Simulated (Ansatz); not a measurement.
# C5H9F: the cost of one run

All numbers are computed with Ansatz 0.2.0, driven from Python. Level of theory: PBE+D3(BJ)/6-31G*.

### Step 1. Starting point

The script builds its own geometries from the SMILES C=CC(C)CF.

The script holds or builds the structure itself.

### Step 2. The script

File c5h9f.py:

```python
"""Rank force-field conformers of C5H9F by single points."""

import ansatz as az
from rdkit import Chem
from rdkit.Chem import AllChem


def main() -> None:
    rd = Chem.AddHs(Chem.MolFromSmiles("C=CC(C)CF"))
    ids = list(AllChem.EmbedMultipleConfs(rd, numConfs=20, randomSeed=189, pruneRmsThresh=0.4))
    field = [energy for _, energy in AllChem.MMFFOptimizeMoleculeConfs(rd)]
    distinct = {round(e, 2): i for i, e in zip(ids, field)}
    chosen = sorted(distinct.items())[:3]
    found = []
    for force_field, index in chosen:
        molecule = az.Crystal.molecule()
        for atom, xyz in zip(rd.GetAtoms(), rd.GetConformer(index).GetPositions()):
            molecule = molecule.atom(atom.GetSymbol(), xyz.round(5).tolist())
        base = (
            molecule.calculation()
            .basis(gaussian="6-31G*")
            .functional("pbe", dispersion="d3bj")
        )
        found.append(base.run(threads=1, pin="off").report["free_energy_ev"])
    print("conformer   MMFF (kcal/mol)   this level (eV)")
    for (force_field, index), e in zip(chosen, found):
        print(f"{index:9d} {force_field - chosen[0][0]:17.2f} {(e - min(found)):17.3f}")


if __name__ == "__main__":
    main()
```

### Step 3. The calls as engine input

The engine receives this input (first run):

```yaml
crystal:
  periodic: [false, false, false]
  atoms:
    - { symbol: C, position_ang: [2.26933, 0.18574, 0.17176] }
    - { symbol: C, position_ang: [0.98825, 0.18948, 0.56228] }
    - { symbol: C, position_ang: [-0.17939, -0.12286, -0.34437] }
    - { symbol: C, position_ang: [-1.0686, 1.11156, -0.49475] }
    - { symbol: C, position_ang: [-0.98601, -1.30824, 0.19242] }
    - { symbol: F, position_ang: [-1.54077, -0.98878, 1.39383] }
    - { symbol: H, position_ang: [2.55815, -0.04377, -0.84904] }
    - { symbol: H, position_ang: [3.06275, 0.41929, 0.87572] }
    - { symbol: H, position_ang: [0.75283, 0.42844, 1.59929] }
    - { symbol: H, position_ang: [0.19388, -0.39606, -1.33979] }
    - { symbol: H, position_ang: [-0.50518, 1.95117, -0.91707] }
    - { symbol: H, position_ang: [-1.47997, 1.4342, 0.46841] }
    - { symbol: H, position_ang: [-1.90855, 0.90326, -1.16625] }
    - { symbol: H, position_ang: [-0.35623, -2.19193, 0.33724] }
    - { symbol: H, position_ang: [-1.80048, -1.57148, -0.48968] }
basis:
  gaussian:
    orbitals: "6-31G*"
hamiltonian:
  xc: pbe
  dispersion: d3bj
```

### Step 4. Running it

Run with:

```sh
> python c5h9f.py
```

**Question.** How long does this script take on 1 thread of Arm Neoverse V1, shared host, and how much memory does it need?

About 13 s, with a peak of 0.27 GiB.
